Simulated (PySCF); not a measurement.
# Bonding in `c1ccccc1`

C6H6.
SMILES with atom numbers: `[cH:1]1[cH:2][cH:3][cH:4][cH:5][cH:6]1` (hydrogens: H7 on C1; H8 on C2; H9 on C3; H10 on C4; H11 on C5; H12 on C6)

Cartesian coordinates in Å at the PBE0-D3(BJ)/def2-SVP level; atoms count from 1:
```
atom  x, y, z in Å
C1    -0.799    1.143    0.037
C2    -1.389   -0.118   -0.053
C3    -0.590   -1.261   -0.090
C4     0.799   -1.143   -0.037
C5     1.389    0.118    0.053
C6     0.590    1.261    0.090
H7    -1.425    2.038    0.066
H8    -2.477   -0.211   -0.095
H9    -1.052   -2.249   -0.161
H10    1.425   -2.038   -0.066
H11    2.477    0.211    0.095
H12    1.052    2.249    0.161
```

Bond orders from the PBE0/pcSseg-1 density (PySCF). Geometry: PBE0-D3(BJ)/def2-SVP; no solvent, vibrations or thermal averaging.

Question: How far do the computed orders between heavy atoms stray from the drawn ones?

Answer: The largest departure is 0.068, at C1–C2 (drawn aromatic, 1.432), C2–C3 (drawn aromatic, 1.432), C3–C4 (drawn aromatic, 1.432), C4–C5 (drawn aromatic, 1.432) and 2 more, counting aromatic bonds as 1.5. The bonds drawn aromatic all have 1.43.

Question: Give the Mayer order of every bond, beside its length.

Answer: 
```csv
bond,drawn as,length (Å),Mayer order
C1–C2,aromatic,1.395,1.432
C2–C3,aromatic,1.395,1.432
C3–C4,aromatic,1.395,1.432
C4–C5,aromatic,1.395,1.432
C5–C6,aromatic,1.395,1.432
C6–C1,aromatic,1.395,1.432
C1–H7,single,1.093,0.968
C2–H8,single,1.093,0.968
C3–H9,single,1.093,0.968
C4–H10,single,1.093,0.968
C5–H11,single,1.093,0.968
C6–H12,single,1.093,0.968
```

Question: Sum the orders of all bonds at each heavy atom with more than one neighbour and set the sums beside the valence in the SMILES.

Answer: C1 3.832 (drawn 4), C2 3.832 (drawn 4), C3 3.832 (drawn 4), C4 3.832 (drawn 4), C5 3.832 (drawn 4), C6 3.832 (drawn 4). Orders between atoms that aren't bonded are not in these sums.

The Mayer order sums products of elements of PS (density times overlap matrix) between the two atoms' basis functions, so it depends on the basis set.
